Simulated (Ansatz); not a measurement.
C3H7N can be A, `C=CNC`, or B, `C1CNC1`.

Computed with Ansatz on PBE0-D4/def2-TZVP structures; ΔE is electronic, products minus reactants. CCSD(T)/CBS is the MP2 limit (def2-TZVPP, def2-QZVPP) plus CCSD(T) − MP2 in def2-TZVPP, frozen cores. Functionals use def2-TZVPP. B3LYP here is the variant with VWN-RPA as its local correlation; programs differ in this. One conformer a species, not always the lowest.

Q: Which is lower in electronic energy at CCSD(T)/CBS, and by how much? (An estimate is asked.)

A: Ansatz gave: A, by 31.4 kJ/mol.

Q: Give E(B) − E(A) in kJ/mol with PBE-D4, B3LYP, HF/def2-TZVPP, CCSD/def2-TZVPP, B2PLYP, r2SCAN-D4, MP2/def2-TZVPP. (An estimate is asked.)

A: Computed: PBE-D4 36.7, B3LYP 51.8, HF/def2-TZVPP 43.9, CCSD/def2-TZVPP 27.4, B2PLYP 43.3, r2SCAN-D4 41.5, MP2/def2-TZVPP 25.4. None reverses the order clearly.

Q: Does the order hold for the free energy at 298.15 K (harmonic terms from PBE0-D4)? (Estimate.)

A: Ansatz gave: Yes: G(B) − G(A) = +42.1 kJ/mol, for one conformer each.

Largest T1 diagnostic: 0.011.

Leaving LDA and LC-ωPBE aside and taking each functional with its dispersion term where it has one, the values, not all of them listed here, spread over 38.9 kJ/mol, from PBE-QIDH to BLYP-D4. LDA lies −10.3 kJ/mol from PBE without D4. From BLYP to BHLYP (50 % exact exchange), in def2-TZVPP and without D4, E(B) − E(A) moves by −19.6 kJ/mol.
